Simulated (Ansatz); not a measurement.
System: CH₂Cl, net charge -1, singlet state. It need not be the lowest isomer of its formula. Whether it binds its extra electron was not tested at this geometry. SMILES: [CH2-]Cl
Structure (B3LYP-D3(BJ)/def2-TZVP (Ansatz, a quantum-chemistry and plane-wave program) minimum search):
```xyz
4

C      0.0191     0.1527    -1.3275
Cl    -0.0112     0.0067     0.6476
H      0.9011    -0.4948    -1.5076
H     -0.8255    -0.5347    -1.5371
```
Charge -1, spin multiplicity 1.

### Question
Give the harmonic wavenumbers at B3LYP-D3(BJ)/def2-TZVP (Ansatz, finite differences of forces, unscaled).

### Answer
421, 1036, 1060, 1384, 2848, 2899 cm⁻¹. Zero-point energy 13.8 kcal/mol.

### Question
From these and the geometry, give the ideal-gas thermochemistry at 298.15 K and 1 atm (rigid rotor, harmonic oscillator).

### Answer
Point group Cs, rotational symmetry number 1. Rotational constants 221.4, 12.27, 12.05 GHz. S(trans) 37.62, S(rot) 19.82, S(vib) 1.06, S(elec, spin only) 0.00, S 58.5 cal/(mol K). H(298) - H(0) 2.60 kcal/mol; G - E(el) -1.1 kcal/mol.
